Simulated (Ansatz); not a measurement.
We consider hcp Os, described by rVV10 (Ansatz, a program for electronic structure, PAW).

Numerical settings: plane-wave cutoff 520 eV, 24×24×14 k mesh (along the axes of the cell as run), Fermi–Dirac smearing 0.05 eV, no spin polarisation, scalar-relativistic PAW data made under PBE.

Properties against volume:

Shape and atoms are relaxed at each volume.

```json
[
 {"V (Å³/atom)": "14.052", "P (GPa)": "16.88", "c (Å)": "4.331", "a (Å)": "2.737"},
 {"V (Å³/atom)": "14.345", "P (GPa)": "7.95", "c (Å)": "4.358", "a (Å)": "2.757"},
 {"V (Å³/atom)": "14.638", "P (GPa)": "0.00", "c (Å)": "4.384", "a (Å)": "2.777"},
 {"V (Å³/atom)": "14.931", "P (GPa)": "-7.08", "c (Å)": "4.410", "a (Å)": "2.796"},
 {"V (Å³/atom)": "15.223", "P (GPa)": "-13.37", "c (Å)": "4.436", "a (Å)": "2.815"}
]
```

Note: the bulk modulus comes from volumes at which shape and atoms were relaxed.
